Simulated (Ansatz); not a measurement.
Body-centred tetragonal In: LDA at its full settings (plane-wave cutoff 520 eV, 24×24×24 k mesh, Fermi–Dirac smearing 0.05 eV, scalar-relativistic PAW data made under PBE) and at cheaper ones, in a cell of 1 atom with Γ-centred meshes.

```csv
level and setting,lattice parameter a (Å),lattice parameter c (Å),bulk modulus (GPa)
LDA (Ansatz),3.176,4.875,49.8
LDA (2×2×2 k mesh) (Ansatz),?,?,?
LDA (4×4×4 k mesh) (Ansatz),2.872,6.342,42.5
```

Question: Some entries are withheld; supply them.

Answer: 
- LDA (2×2×2 k mesh) (Ansatz, a first-principles code), lattice parameter a (Å): 2.940
- LDA (2×2×2 k mesh) (Ansatz), lattice parameter c (Å): 5.134
- LDA (2×2×2 k mesh) (Ansatz), bulk modulus (GPa): 95.7

Largest shifts from the full settings: lattice constant a -9.57 % (LDA (4×4×4 k mesh)), against a difference of -2.34 % of the full result from the reference 3.252 Å (measured, 293 K, no zero-point or thermal correction; as tabulated in Wikipedia's data pages); lattice parameter c +30 % (LDA (4×4×4 k mesh)), against a difference of -1.46 % of the full result from the reference 4.947 Å (measured, 293 K, not corrected to a static lattice; as tabulated in Wikipedia's data pages); bulk modulus +92 % (LDA (2×2×2 k mesh)), against a difference of +11.4 % of the full result from the reference 44.7 GPa (measured, copied from a table, unchecked, extrapolated to 0 K and zero-point effects removed; as tabulated in Lejaeghere et al. (2013), arXiv:1204.2733).

Ansatz's density-functional and Hartree–Fock values are scalar-relativistic unless marked +SOC, with PAW data made under PBE.

Run with cheap settings on purpose, which may leave them unconverged: LDA (2×2×2 k mesh), LDA (4×4×4 k mesh).
